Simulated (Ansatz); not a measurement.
**Strontium, fcc: convergence with Methfessel-Paxton smearing**

Computed with Ansatz, LDA, scalar-relativistic PAW, on the relaxed cell (a = 5.806 Å; spin not included). Errors count from a run at 420 eV on a Γ-centred 15×15×15 mesh with Fermi-Dirac smearing of 0.1 eV, extrapolated to zero width. Fixed here: cutoff 420 eV, mesh 9×9×9. The SCF starts from atomic densities corrected by a trained network.

```tsv
width (eV)	E(σ→0) error (meV/atom)	F error (meV/atom)	P (GPa)	SCF iterations
0.03	0.4	0.4	-0.05	5
0.1	1.0	1.5	-0.05	5
0.2	2.6	3.5	-0.06	5
0.3	4.1	4.8	-0.05	5
0.6	5.9	9.0	-0.04	5
1.0	15.5	13.4	-0.02	5
```

Problem. What does the run at 0.01 give (width)?

Solution. E(σ→0) error (meV/atom): 0.4; F error (meV/atom): 0.4; P (GPa): -0.05; SCF iterations: 5.
